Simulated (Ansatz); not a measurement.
Relaxation of C4H7FO (13 atoms, charge 0, multiplicity 1), to a largest force component of 0.02 eV/Å in at most 40 steps.

Computed with Ansatz, UKS r2SCAN-D4/STO-3G.

```xyz
13
Properties=species:S:1:pos:R:3:forces:R:3
C -0.205 -0.937 1.203 -2.09 3.90 0.89
C 0.231 -0.218 -0.056 -0.71 -0.96 0.36
C 1.489 -0.262 -0.431 4.49 0.00 -0.81
F 2.046 0.344 -1.539 -0.78 -0.01 0.02
C -0.795 0.485 -0.899 0.10 1.13 1.34
O -1.349 1.573 -0.124 -5.99 -2.45 -0.07
H 0.578 -1.420 1.716 1.59 -1.04 0.76
H -0.991 -1.608 0.940 -1.08 -1.22 -0.05
H -0.670 -0.143 1.931 0.82 -1.64 -1.35
H 2.329 -0.755 0.134 -0.85 0.02 0.18
H -1.615 -0.194 -1.132 -0.73 -0.25 -0.29
H -0.368 0.914 -1.792 0.83 -0.19 -1.50
H -0.661 2.187 0.064 4.39 2.71 0.52
```

Task: Where does it end, and by what steps?

Result: The run converged. Limits of this set-up: minimal basis. After 9 steps the energy has fallen by 0.750 eV; H8 moved furthest, 0.16 Å.

| step | energy less start (eV) | largest force component (eV/Å) | accepted |
| --- | --- | --- | --- |
| 0 | 0.0000 | 5.992 | yes |
| 1 | -0.7104 | 0.813 | yes |
| 2 | -0.7244 | 0.807 | yes |
| 3 | -0.7333 | 0.456 | yes |
| 4 | -0.7441 | 0.408 | yes |
| 5 | -0.7481 | 0.235 | yes |
| 6 | -0.7486 | 0.166 | yes |
| 7 | -0.7455 | 0.243 | no |
| 8 | -0.7497 | 0.032 | yes |
| 9 | -0.7498 | 0.011 | yes |

```xyz
13
Properties=species:S:1:pos:R:3
C -0.229 -0.921 1.214
C 0.242 -0.240 -0.065
C 1.543 -0.257 -0.441
F 2.001 0.348 -1.578
C -0.809 0.528 -0.884
O -1.410 1.640 -0.127
H 0.618 -1.332 1.782
H -0.928 -1.743 0.984
H -0.769 -0.201 1.851
H 2.327 -0.776 0.148
H -1.659 -0.137 -1.141
H -0.334 0.872 -1.833
H -0.571 2.185 0.104
```

Whether the end is a true minimum wasn't checked by a vibrational analysis.

Run time: 39 s on 1 thread of Intel(R) Xeon(R) 6975P-C (Granite Rapids), with other jobs on the host, peak memory 0.22 GiB.
